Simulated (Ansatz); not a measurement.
Input for Ansatz (development build ahead of 0.2.0):

```yaml
crystal:
  periodic: [false, false, false]
  atoms:
    - { symbol: S, position_ang: [0.0, 0.0, -0.87583] }
    - { symbol: S, position_ang: [0.0, 0.0, 0.87583] }
basis:
  gaussian: { orbitals: cc-pVTZ }
magnetization:
  spin_polarized: true
  initial_magnetization: 2
hamiltonian:
  xc: hf
correlation:
  method: mp2
  frozen_orbitals: { S: 5 }
```

The input is written out in the form of the current development build from the run's settings.

The run gave:

```json
{"Converged": "yes", "Reference energy": "-795.08434 hartree", "Correlation energy": "-0.30627 hartree", "Total energy": "-795.39061 hartree", "Spin squared of the determinant": "2.049"}
```
